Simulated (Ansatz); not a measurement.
## Cs2AgInCl6 (Fm-3m, No. 225): band gap by level of theory

No measured value is used here.

```tsv
level (code)	value (eV)
LDA (Ansatz)	0.90
PBEsol (Ansatz)	1.04
r²SCAN+SOC (Ansatz)	1.72 (direct)
HSE06 (Ansatz)	___
HSE06+SOC (Ansatz)	2.55 (direct)
```

### Question
Complete the blanks.

### Answer

- HSE06 (Ansatz, a quantum-chemistry and plane-wave program), value (eV): 2.57

Computed values are for a static lattice. Spin–orbit coupling is included only where a level's name says +SOC; with heavier elements it mostly lowers gaps and can invert bands.  r²SCAN+SOC: the gap is read on the k mesh or supercell of the run alone and can be too large. Values are at the measured cell. Cutoffs and k meshes differ between the levels. Ansatz's density-functional and Hartree–Fock values are scalar-relativistic unless marked +SOC, with PAW data made under PBE.
